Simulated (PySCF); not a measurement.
**Question.** Give a PBE0-D3(BJ)/def2-SVP geometry of (CH3)2PPF2, `CP(C)P(F)F`.

**Answer.** 
Z-matrix in Å and degrees, rows numbered from 1:
```
C 
P   1  1.8572
C   2  1.8563  1  100.51
P   2  2.2284  1   94.22  3    96.89
F   4  1.6191  2   95.94  1    71.66
F   4  1.6160  2   97.88  1   171.60
H   1  1.1000  2  108.66  3    73.95
H   1  1.1024  2  113.86  3   -46.98
H   1  1.1001  2  108.77  3  -168.87
H   3  1.1006  2  109.12  1   168.40
H   3  1.1017  2  113.86  1    46.26
H   3  1.1007  2  108.49  1   -74.76
```

P2 (three-coordinate phosphorus) is pyramidal (angles 100.5°, 96.0° and 94.2°, sum 290.7°, 0.98 Å off the plane of its three neighbours). P4 (three-coordinate phosphorus) is pyramidal (angles 99.0°, 97.9° and 95.9°, sum 292.8°, 0.87 Å off the plane of its three neighbours).

Computed, not measured: PBE0-D3(BJ)/def2-SVP geometry optimisation, gas phase in PySCF.

Point group: near Cs, missed by 0.32 Å at most; the miss may be what the optimiser left on a soft mode. No frequency check. One conformer, not necessarily the lowest (C1–P2–P4–F5 72°).

Time: 30 s wall; peak memory 0.51 GiB. Hardware: one thread of an Arm Neoverse V1, shared host with 32 logical CPUs at a one-minute load of 25. This is the geometry optimisation.
